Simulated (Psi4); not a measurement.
Process, species as SMILES: C#CC → C1=CC1
B3LYP-D3(BJ)/def2-TZVP geometries, fixed; electronic energies without zero-point terms.
Largest species:
```xyz
7

C     -0.0011    -0.0004     0.2181
C     -0.0068    -0.0029     1.4176
C      0.0060     0.0025    -1.2360
H     -0.0119    -0.0051     2.4795
H      0.0152     1.0232    -1.6237
H      0.8874    -0.5130    -1.6226
H     -0.8790    -0.5002    -1.6311
```

Effect of the treatment of two-electron integrals at MP2/aug-cc-pVTZ with Psi4, against the last row, where the isomerisation energy is 23.94 kcal/mol. Cores are frozen.

```
setting       largest shift of a total energy (mEh)  shift of the isomerisation energy (kcal/mol)
------------  -------------------------------------  --------------------------------------------
scf_type: df                                  0.142                                        -0.001
scf_type: cd                                  0.019                                         0.000
scf_type: pk                                  0.000                                         0.000
```

Within 0.02 kcal/mol in the isomerisation energy: scf_type: df; scf_type: cd. The largest shift is 0.142 mEh in a total energy and 0.001 kcal/mol in the difference.
